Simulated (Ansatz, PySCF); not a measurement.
# Ladder of methods for the cohesive energy of diamond-structure Ge

Reference value: 3.92 eV/atom (measured, zero-point vibration energy added, our sources range from 3.86 to 3.92; as tabulated in Sun et al. (2011), doi:10.1103/physrevb.84.035117).

### Question
What do PBE, r²SCAN+rVV10, HSE06-D3(BJ), Hartree–Fock give, and how far is each from the reference?

### Answer

```
level (code)           value (eV/atom)  cell (Å³/atom)  error (eV/atom)
---------------------  ---------------  --------------  ---------------
PBE (Ansatz)                      3.73           23.90            -0.19
r²SCAN+rVV10 (Ansatz)             4.06           22.60            +0.14
HSE06-D3(BJ) (Ansatz)             4.10           22.19            +0.18
Hartree–Fock (PySCF)        2.16 ± 0.1           23.19            -1.76
```

Once the reference is moved by up to 0.06 eV/atom (a margin picked here for doubts on the reference and the settings) and values within 0.03 eV/atom count as equal, the nearest can be r²SCAN+rVV10 (+0.14 eV/atom) or PBE (-0.19 eV/atom). Farthest off among them: Hartree–Fock (-1.76 eV/atom). Within 0.3 eV/atom: PBE, r²SCAN+rVV10, HSE06-D3(BJ).

Free atoms are spin-polarised, in the lowest state found; at levels without +SOC their spin–orbit coupling is left out.  A ± on a computed value is a rough bar: the spread of its extrapolation, a floor set from checks against published values, or a statistical error. Each level is taken at its own relaxed cell. Cutoffs and k meshes differ between the levels. Ansatz's density-functional and Hartree–Fock values are scalar-relativistic unless marked +SOC, with PAW data made under PBE.

Differences are worked out from the printed values.

Ansatz is an electronic-structure program.
